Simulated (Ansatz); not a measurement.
Input file for Ansatz (a program for electronic structure): R-wB97M-V/def2-TZVPPD on H2O (SMILES O). Files ending in .json are basis or fitting sets from the Basis Set Exchange.

Ansatz 0.2 input:
```yaml
crystal:
  periodic: [false, false, false]
  atoms:
    - {symbol: O, position_ang: [1.99752489, 0.34491229, -0.00089819]}
    - {symbol: H, position_ang: [2.43672889, 0.73306429, -0.76077019]}
    - {symbol: H, position_ang: [2.43540889, 0.74751629, 0.75219181]}
basis:
  gaussian:
    orbitals: def2-TZVPPD.json
hamiltonian:
  xc: {name: wB97M-V}
scf: {lower_state_search: off}
```

Output:

```
WARN ansatz: RAYON_NUM_THREADS=1 ignored (pool sized by the plan → 1); use --threads N
Functional definition: wB97M-V
these checks for a lower state are left out or cut short: stability, starts, cluster_reference, orbital_swaps, neighbouring_geometries, increment
integrals: 0.01 GiB planned
302 factors; their error is unknown
integrals: 0.04 GiB planned
104 factors; integrals over basis functions are off by at most 2.9e-5 eV
mean field: 0.16 GiB planned
mean field evaluation 1: about -2076.7697 eV, gradient 4.4e1 eV
mean field evaluation 2: about -2076.0350 eV, gradient 5.1e1 eV
mean field evaluation 4: about -2079.9369 eV, gradient 2.8e-1 eV
mean field evaluation 8: about -2079.9396 eV, gradient 2.1e-2 eV
mean field -2079.93955998 eV, -76.4363689956 hartree, gradient 3.2e-6 eV, S^2 0.000000; 0 other end points of the search recorded, 0 dependent functions left out
reference -2079.93960718 eV, -76.4363707300 hartree; 5, 5 occupied and 69, 69 virtual orbitals, 302 factors
Total energy: -2079.93960718 eV, -76.4363707300 hartree
Checks for a lower state left out: stability, starts, cluster_reference, orbital_swaps, neighbouring_geometries, increment
```

The calculation finished and met its thresholds.

Cost: very roughly 0.5 core-seconds.
